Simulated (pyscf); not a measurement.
H₂Si=Se + H₂ -> H₂Se + SiH₂ [singlet], a concerted two-bond exchange (singlet surface; Se–Si, H–H broken, H–Se, H–Se formed). Single points on ωB97X-D3(BJ)/def2-SVP structures (PySCF, gas phase). Energies in kcal/mol from the separated reactants.

Small-basis levels: PySCF, no dispersion term, spherical d functions. AM1 to PM7: differences of heats of formation from MOPAC, which are fitted to 298 K values and so differ in kind from electronic energies by zero-point and thermal terms. 

```
level                    barrier  reaction energy
-----------------------  -------  ---------------
HF/6-31G*+LANL2DZ           89.8            +42.2
SVWN5/6-31G*+LANL2DZ        54.3            +52.6
BP86/6-31G*+LANL2DZ         63.9            +49.3
PBE/6-31G*+LANL2DZ          62.6            +50.5
B3LYP/STO-3G                83.8            +44.4
B3LYP/3-21G                 60.5            +36.0
B3LYP/6-31G*+LANL2DZ        70.6            +46.4
B3LYP/6-311+G**+LANL2DZ     60.2            +36.0
PBE/def2-SVP                   ?            +41.2
B3LYP/def2-SVP                 ?            +37.6
PM3                         25.7            +58.2
PM7                         56.6           +103.3
ωB97M-D3(BJ)/def2-TZVP         ?            +38.8
```

Task: Some entries are withheld; supply them.

Result: 
- PBE/def2-SVP, barrier: 47.7
- B3LYP/def2-SVP, barrier: 56.1
- ωB97M-D3(BJ)/def2-TZVP, barrier: 59.7

Against the last row the barrier runs from -34.0 (PM3) to +30.2 kcal/mol (HF/6-31G*+LANL2DZ). At PM3, PM7 this geometry lies under one side, so the entry may be no barrier of that level: it is a single point on another level's saddle. ωB97M-D3(BJ)/def2-TZVP has limits of its own. On the product side the descent ends in an adduct with a Se–Si contact, 23.2 kcal/mol under the separated species and 39.2 kcal/mol under the saddle at ωB97X-D3(BJ)/def2-TZVP. What is counted as broken (Se–Si) persists as a longer contact in the product adduct; parting that adduct is a step of its own. At ωB97X-D3(BJ)/def2-TZVP the barrier from the zero used here is 61.8 kcal/mol. The same reactants have a lower exit, to H₃Si–SeH (barrier +21.5 kcal/mol at ωB97M-D3(BJ)/def2-TZVP, against +59.7 kcal/mol here). One saddle was located; it need not be the lowest between these sides. In the def2 sets elements up to Kr have no core potential.
